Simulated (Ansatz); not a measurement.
**BSiH₃ (triplet): the correlation ladder at distance B1–H4 along a hydrogen transfer = 1.525 Å, cc-pVTZ**

The task here is to estimate one member of a computed series from the others.

Program: Ansatz 0.2.0, Gaussian basis. Level of theory: cc-pVTZ, core rule «outside noble gas», up to 6 orbitals frozen. These are calculated values, not measurements.

To be run: UHF; CCSD(T) on ROHF; CCSD(T) on UHF; BCCD(T) on ROHF; CISD; CCSDT(Q) on ROHF; CCSDT(Q) on UHF; CASSCF and NEVPT2, 4 electrons in 4 orbitals; CASSCF and NEVPT2, 10 electrons in 11 orbitals.

4 further runs of the same task are left out: 4 for a known fault of the program.

### What is computed

The geometry derives from fragments relaxed apart (PBE0/def2-TZVP) and kept rigid, so it is no stationary point. A hydrogen atom is moved between rigid fragments.

5 atoms, charge 0, spin multiplicity 3.

Atoms are counted from 1 here; the program's logs count them from 0.

Bond lengths: B1–H2 1.193 Å, B1–H3 1.193 Å, H4–Si5 1.440 Å. Angles: H2–B1–H3 120.0°.

The first run:

Input file in.yaml:

```yaml
crystal:
  periodic: [false, false, false]
  atoms:
    - {symbol: B, position_ang: [-1.994443, 0.000000, 0.000000]}
    - {symbol: H, position_ang: [-2.591176, 1.033571, 0.000000]}
    - {symbol: H, position_ang: [-2.591176, -1.033571, 0.000000]}
    - {symbol: H, position_ang: [-0.469443, 0.000000, 0.000000]}
    - {symbol: Si, position_ang: [0.970557, 0.000000, 0.000000]}
basis:
  gaussian: {orbitals: cc-pVTZ}
magnetization: {spin_polarized: true, initial_magnetization: 2}
hamiltonian: {xc: hf}
output: {orbitals: {seedname: orbitals}}
```

Run with:

```sh
> ansatz run in.yaml --threads 1 --pin off --events-out ev --progress --plain --max-ram 2816MiB --backend cpu
```

Among the steps run: UHF; CCSD(T) on ROHF; CCSD(T) on UHF; BCCD(T) on ROHF; CISD; CCSDT(Q) on ROHF; CCSDT(Q) on UHF; CASSCF and NEVPT2, 4 electrons in 4 orbitals; CASSCF and NEVPT2, 10 electrons in 11 orbitals.

One table of the session follows, with a row left open; its other results are not shown here.

| method | from RCCSDT(Q) (kcal/mol) |
| --- | --- |
| ROHF | +154.33 |
| UHF | +150.53 |
| RMP2 | +31.86 |
| UMP2 | +33.27 |
| CISD | +19.84 |
| RCCSD | +7.94 |
| UCCSD | +7.81 |
| RCCSD(T) | ? |
| UCCSD(T) | +1.70 |
| BCCD(T) | +1.66 |
| RCCSDT | +0.32 |
| UCCSDT | +0.29 |
| RCCSDT(Q) | 0 |
| UCCSDT(Q) | -0.16 |
| CASSCF pair | +142.25 |
| NEVPT2 pair | +33.33 |
| CASSCF valence | +101.92 |
| NEVPT2 valence | +26.82 |

**Question.** Estimate the row for RCCSD(T).

**Answer.** from RCCSDT(Q) (kcal/mol): +1.67. In the column «from RCCSDT(Q) (kcal/mol)» it lies between BCCD(T) (+1.66) and UCCSD(T) (+1.70).

Caveats from the session: Restricted and unrestricted rows rest on different reference determinants; where their highest levels disagree by more than a few hundredths of an eV, they describe different states and don't form one ladder.
